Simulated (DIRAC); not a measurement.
# SVWN3/aug-cc-pVDZ-DK (sfX2C, uncontracted yes) run of CF+

Aim: the energy change on altering one bond length of CF+ at SVWN3/aug-cc-pVDZ-DK (sfX2C, uncontracted yes), from 2 runs. 

The results are computed with DIRAC 26.1 (patched).

16 further runs of the same task are left out: 1 that didn't finish, 15 set aside as unsound or not needed.

### 1 Starting point

The species is CF+ (2 atoms), meant as a singlet with charge +1. Geometry: optimised at PBE0/X2C-SO.

Bond lengths: C1–F2 1.160 Å.

### 2 A single-point energy at SVWN3/aug-cc-pVDZ-DK (sfX2C, uncontracted yes)

Contents of CF.xyz:

```xyz
2
CF
C       0.00000000      0.00000000      0.00000000
F       0.00000000      0.00000000      1.16049063
```

Contents of job.inp:

```
# Kramers-restricted calculation
**DIRAC
.WAVE FUNCTION
.PROPERTIES
**HAMILTONIAN
.X2C
.SPINFREE
.DFT
SVWN3
**INTEGRALS
*READIN
.UNCONTRACT
**WAVE FUNCTION
.SCF
**PROPERTIES
.DIPOLE
**MOLECULE
*BASIS
.DEFAULT
aug-cc-pVDZ-DK
*CHARGE
.CHARGE
 1
*END OF INPUT
```

The run is started by

```console
$ pam --inp=job.inp --mol=CF.xyz --noarch --mw=122 --aw=276
```

Log:

```text
[...]
   for large components
[...]
 Ordinary (field-free non-relativistic) Hamiltonian integrals not calculated.
[...]
Full group is:  C(oo,v)
Represented as: C2v
[...]
 * Kohn-Sham calculation using the xc functional: SVWN3
[...]
   Total charge of atoms =  15
[...]
 * Number of fermion irreps: 1
[...]
It.    1    -54.31085133575      0.00D+00  0.00D+00  0.00D+00               0.01470301s   Atom. scrpot
[...]
It.   11    -136.8396896765      1.36D-12 -7.35D-08  3.62D-08   DIIS   9    0.09900000s   LL
[...]
* Convergence after   11 iterations.
[...]
                                   TOTAL ENERGY
                                   ------------
   Charge of molecule : 1
   Electronic energy                        :    -161.46338643945631
   Other contributions to the total energy
   Nuclear repulsion energy                 :      24.62369676295965
[...]
   Total energy                             :    -136.83968967649668
[...]
  * Closed shell, f = 1.0000
   -24.72482567488  ( 2)      -10.44988355090  ( 2)       -1.74136678260  ( 2)       -1.08569763378  ( 2)       -0.75966596099  ( 2)
  * Virtual eigenvalues, f = 0.0000
    -0.22813686032  ( 2)       -0.15139031743  ( 2)       -0.08378969013  ( 2)       -0.03055214555  ( 2)        0.00204342406  ( 2)
     0.06157293779  ( 2)        0.24275698568  ( 2)        0.26903098674  ( 2)        0.51029478740  ( 2)        0.69570865347  ( 2)
[...]
  * Closed shell, f = 1.0000
    -0.96077540267  ( 2)
  * Virtual eigenvalues, f = 0.0000
    -0.54283987475  ( 2)       -0.13822394552  ( 2)       -0.02521375985  ( 2)        0.14876956624  ( 2)        0.23739725151  ( 2)
     0.78090427854  ( 2)        0.95415897536  ( 2)        1.41553462149  ( 2)        2.54479343412  ( 2)        3.89020366263  ( 2)
[...]
  * Closed shell, f = 1.0000
    -0.96077540267  ( 2)
  * Virtual eigenvalues, f = 0.0000
    -0.54283987475  ( 2)       -0.13822394552  ( 2)       -0.02521375985  ( 2)        0.14876956624  ( 2)        0.23739725151  ( 2)
     0.78090427854  ( 2)        0.95415897536  ( 2)        1.41553462149  ( 2)        2.54479343412  ( 2)        3.89020366263  ( 2)
[...]
* HOMO - LUMO gap:
    E(LUMO) :    -0.54283987 au (symmetry B1 )
  - E(HOMO) :    -0.75966596 au (symmetry A1 )
  ------------------------------------------
    gap     :     0.21682609 au
[...]
* Dipole moment:
          Electronic               Nuclear                  Total
          contribution             contribution             contribution
----------------------------------------------------------------------------
x         0.00000000 Debye         0.00000000 Debye         0.00000000 Debye
y         0.00000000 Debye         0.00000000 Debye         0.00000000 Debye
z         0.17206557 Debye        -1.07718561 Debye        -0.90512004 Debye
----------------------------------------------------------------------------
[...]
```

Wall time 1.5 s (1 thread of AMD EPYC 7R43 (Zen 3), shared host).

### 3 The distorted shape at the same level

Contents of mol.xyz:

```xyz
2
geometry
C         0.057727        0.024161        0.141981
F        -0.058171       -0.026229        1.153259
```

Contents of calc.inp:

```
# CF
**DIRAC
.TITLE
 CF
.WAVE FUNCTION
.PROPERTIES
**HAMILTONIAN
.X2C
.SPINFREE
.DFT
SVWN3
**INTEGRALS
*READIN
.UNCONTRACT
**WAVE FUNCTION
.SCF
**PROPERTIES
.DIPOLE
**MOLECULE
*BASIS
.DEFAULT
aug-cc-pVDZ-DK
*CHARGE
.CHARGE
 1
*SYMMETRY
.NOSYM
*END OF INPUT
```

The run is started by

```console
$ pam --inp=calc.inp --mol=mol.xyz --noarch --mw=122 --aw=276
```

Log:

```text
[...]
   for large components
[...]
 Ordinary (field-free non-relativistic) Hamiltonian integrals not calculated.
[...]
 * Kohn-Sham calculation using the xc functional: SVWN3
[...]
   Total charge of atoms =  15
[...]
 * Number of fermion irreps: 1
[...]
It.    1    -52.37558848755      0.00D+00  0.00D+00  0.00D+00               0.01538801s   Atom. scrpot
[...]
It.   10    -136.7942296069      7.67D-13  9.04D-07  3.05D-08   DIIS   8    0.33800000s   LL
[...]
* Convergence after   10 iterations.
[...]
                                   TOTAL ENERGY
                                   ------------
   Charge of molecule : 1
   Electronic energy                        :    -164.83302160413569
   Other contributions to the total energy
   Nuclear repulsion energy                 :      28.03879199721220
[...]
   Total energy                             :    -136.79422960692349
[...]
  * Closed shell, f = 1.0000
   -24.76721936058  ( 2)      -10.41374300859  ( 2)       -1.86128050424  ( 2)       -1.12967278652  ( 2)       -1.04412768971  ( 4)
    -0.74066277916  ( 2)
  * Virtual eigenvalues, f = 0.0000
    -0.49493613388  ( 4)       -0.21641999710  ( 2)       -0.14379577329  ( 4)       -0.13434262824  ( 2)       -0.06978771560  ( 2)
[...]
* HOMO - LUMO gap:
    E(LUMO) :    -0.49493613 au (symmetry A  )
  - E(HOMO) :    -0.74066278 au (symmetry A  )
  ------------------------------------------
    gap     :     0.24572665 au
[...]
* Dipole moment:
          Electronic               Nuclear                  Total
          contribution             contribution             contribution
----------------------------------------------------------------------------
x         0.80346396 Debye        -0.85101740 Debye        -0.04755344 Debye
y         0.41236980 Debye        -0.43754793 Debye        -0.02517813 Debye
z       -50.42955555 Debye        53.94583442 Debye         3.51627887 Debye
----------------------------------------------------------------------------
[...]
```

Run time: 3.9 s. Hardware: 1 thread of AMD EPYC 7R43 (Zen 3), shared host.

### 4 Results

Level: SVWN3/aug-cc-pVDZ-DK (sfX2C, uncontracted yes).

```
                                                         quantity          value
                                        first shape: total energy  -136.83969 Eh
                                         first shape: HOMO energy      -20.67 eV
                                         first shape: LUMO energy      -14.77 eV
                                       first shape: HOMO–LUMO gap        5.90 eV
                                    distorted shape: total energy  -136.79423 Eh
                                     distorted shape: HOMO energy      -20.15 eV
                                     distorted shape: LUMO energy      -13.47 eV
                                   distorted shape: HOMO–LUMO gap        6.69 eV
energy change with the C1–F2 bond shortened from 1.160 to 1.019 Å       1.237 eV
```

What this shows: With the C1–F2 bond shortened from 1.160 to 1.019 Å the energy rises by 1.24 eV (29 kcal/mol). The first shape isn't relaxed at this level, so the change isn't measured from a minimum.
